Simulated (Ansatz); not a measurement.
CH6AlB (`C[BH][AlH2]`). The species carries charge 0 and has multiplicity 1.

| atom | x (Å) | y (Å) | z (Å) |
| --- | --- | --- | --- |
| C1 | 0.304 | -1.186 | -0.784 |
| B2 | 0.616 | 0.114 | 0.015 |
| Al3 | -0.776 | 1.344 | 1.053 |
| H4 | -0.640 | -1.690 | -0.573 |
| H5 | 1.120 | -1.915 | -0.793 |
| H6 | 0.237 | -0.821 | -1.825 |
| H7 | 1.765 | 0.481 | -0.027 |
| H8 | -1.586 | 2.505 | 0.314 |
| H9 | -1.038 | 1.168 | 2.618 |

(1) Give the diagnostics of a CCSD(T)/def2-TZVPP run (frozen core, Ansatz). (Estimate.)

Results:

(1) Computed: T1 = 0.0107, largest single amplitude 0.016, largest double 0.037, (T) share of the correlation energy 3.2 %, 9 CCSD cycles. The RHF solution is stable towards an unrestricted one. T1 lies under the customary mark of 0.02 for closed shells.
